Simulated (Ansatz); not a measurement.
# B₂ (singlet): wave-function methods side by side at distance B1–B2 = 5.481 Å, cc-pVDZ

How much of the correlation energy of B₂ (singlet) does each wave-function method recover here?

Program: Ansatz 0.2.0, Gaussian basis. Level of theory: cc-pVDZ, core rule «outside noble gas», up to 2 orbitals frozen. These are calculated values, not measurements.

To be run: UHF; CCSD(T) on RHF; CCSD(T) on UHF; BCCD(T) on RHF; CISD; CCSDT(Q) on RHF; CCSDT(Q) on UHF; CISDTQ; CCSDTQ on RHF; CASSCF and MRCISD+Q, 2 electrons in 2 orbitals; CASSCF and NEVPT2, 2 electrons in 2 orbitals; CASSCF and MRCISD+Q, 6 electrons in 8 orbitals; CASSCF and NEVPT2, 6 electrons in 8 orbitals; Full CI; Full CI in the symmetry of the determinant.

29 further runs of the same task are left out: 6 for a known fault of the program, 19 that didn't finish, 4 set aside as unsound or not needed.

## (1) The system

The geometry derives from a PBE0/def2-TZVP stationary point (not a proven minimum). One bond is set to the value named and the two fragments are kept rigid.

2 atoms, charge 0, spin multiplicity 1.

Atoms are counted from 1 here; the program's logs count them from 0.

No contacts short enough for the rule that draws bonds.

Geometry (Å):

```xyz
2
B2
B     0.0000    0.0000    0.0000
B     0.0000    0.0000    5.4810
```

## (2) UHF

Input file in.yaml:

```yaml
crystal:
  periodic: [false, false, false]
  atoms:
    - {symbol: B, position_ang: [0.000000, 0.000000, 0.000000]}
    - {symbol: B, position_ang: [0.000000, 0.000000, 5.481000]}
basis:
  gaussian: {orbitals: cc-pVDZ}
magnetization: {spin_polarized: true, initial_magnetization: 0}
hamiltonian: {xc: hf}
output: {orbitals: {seedname: orbitals}}
```

Run with:

```
> ansatz run in.yaml --threads 1 --pin off --events-out ev --progress --plain --max-ram 2393MiB
```

After this run come: CCSD(T) on RHF; CCSD(T) on UHF; BCCD(T) on RHF; CISD; CCSDT(Q) on RHF; CCSDT(Q) on UHF; CISDTQ; CCSDTQ on RHF; CASSCF and MRCISD+Q, 2 electrons in 2 orbitals; CASSCF and NEVPT2, 2 electrons in 2 orbitals; CASSCF and MRCISD+Q, 6 electrons in 8 orbitals; CASSCF and NEVPT2, 6 electrons in 8 orbitals; Full CI; Full CI in the symmetry of the determinant.

Before running them: what should the planned runs give, taken together? Wanted: FCI below the RHF energy; UMP2 from FCI; UCCSD(T) from FCI; UCCSDT(Q) from FCI; NEVPT2 valence from FCI; MRCISD+Q valence from FCI; T1 diagnostic; effectively unpaired electrons.

As calculated:

| quantity | value |
| --- | --- |
| FCI below the RHF energy | -7.4817 eV |
| UMP2 from FCI | +122.6 kJ/mol |
| UCCSD(T) from FCI | +2.2 kJ/mol |
| UCCSDT(Q) from FCI | +0.2 kJ/mol |
| NEVPT2 valence from FCI | +46.3 kJ/mol |
| MRCISD+Q valence from FCI | -2.3 kJ/mol |
| levels within 1 kcal/mol (43 meV) | UCCSD(T), UCCSDT, UCCSDT(Q), MRCISD+Q valence |
| T1 diagnostic | 0.054 |
| effectively unpaired electrons | 2.49 |

**Reading.** UCCSD(T) misses by +2.2 kJ/mol, 0.3 % of the correlation energy. MRCISD+Q valence falls below full CI: the +Q correction isn't variational, and the cores differ from full CI's. With 2.5 effectively unpaired electrons against 0 the state is strongly multireference. Coupled cluster on one determinant still stays close here. Of the multireference levels listed MRCISD+Q valence comes nearest in total energy (-2.3 kJ/mol), which doesn't show that its space is the better one. The lowest state has another symmetry than the determinant, whose own symmetry lies 0.01 eV higher, so single-reference misses include that gap. These misses are within one basis, not against nature.
